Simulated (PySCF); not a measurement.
CH3O, SMILES C[O] (connectivity only; charge and spin as stated), charge -1, multiplicity 1.

The structure is a stationary point at B3LYP-D3(BJ)/def2-TZVPD. The spin state was assumed, not searched. The isomer is the one that the SMILES or the coordinates give; other isomers of the formula were not compared.

Two levels are set side by side: PBE/def2-TZVPD (PySCF) and r2SCAN/def2-TZVPD (PySCF). Same geometry, gas phase. Differences are taken from unrounded values.

```json
[
 {"quantity": "orbital gap (eV)", "r2SCAN": "2.98", "PBE": "2.16", "PBE minus r2SCAN": "-0.82"},
 {"quantity": "highest occupied level (eV)", "r2SCAN": "1.88", "PBE": "2.05", "PBE minus r2SCAN": "0.16"},
 {"quantity": "lowest empty level (eV)", "r2SCAN": "4.86", "PBE": "4.21", "PBE minus r2SCAN": "-0.66"},
 {"quantity": "mean polarisability (bohr³)", "r2SCAN": "42.0", "PBE": "45.2", "PBE minus r2SCAN": "3.3"}
]
```

Rough cost on one machine, each run with all the roots and properties that it gave: r2SCAN against PBE about 3 times.
